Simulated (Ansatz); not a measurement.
# CPO (quartet): wave-function methods side by side, def2-QZVPP

The task here is to estimate one member of a computed series from the others.

Method: def2-QZVPP, core rule «outside noble gas», up to 7 orbitals frozen; program: Ansatz 0.2.0, Gaussian basis.

Plan: UHF; ROHF; CCSD(T) on UHF.

2 further runs of the same task are left out: 2 set aside as unsound or not needed.

### The system

The geometry is a PBE0/def2-TZVP stationary point (not a proven minimum) of the parent state, kept for this charge and spin.

3 atoms, charge 0, spin multiplicity 4.

Atoms are counted from 1 here; the program's logs count them from 0.

Bond lengths: O1–C2 1.157 Å, C2–P3 1.656 Å. Angles: O1–C2–P3 180.0°.

Set-up of the first run:

Contents of in.yaml:

```yaml
crystal:
  periodic: [false, false, false]
  atoms:
    - {symbol: O, position_ang: [0.000000, 0.000000, 1.323100]}
    - {symbol: C, position_ang: [0.000000, 0.000000, 0.166400]}
    - {symbol: P, position_ang: [0.000000, 0.000000, -1.489500]}
basis:
  gaussian: {orbitals: "def2-QZVPP.json"}
magnetization: {spin_polarized: true, initial_magnetization: 3}
hamiltonian: {xc: hf}
output: {orbitals: {seedname: orbitals}}
```

On the command line:

```
$ ansatz run in.yaml --threads 1 --pin off --events-out ev --progress --plain --max-ram 2393MiB
```

Among the steps run: UHF; ROHF; CCSD(T) on UHF.

One of the session's tables, all rows but one given; the rest of the session is left out.

| method | from UCCSD(T) (meV) |
| --- | --- |
| ROHF | ? |
| UHF | +14271.9 |
| UMP2 | +1168.0 |
| UCCSD | +680.4 |
| UCCSD(T) | 0 |

Q: Estimate the row for ROHF from the others.

As computed: from UCCSD(T) (meV): +14667.5. In the column «from UCCSD(T) (meV)» it is the highest.
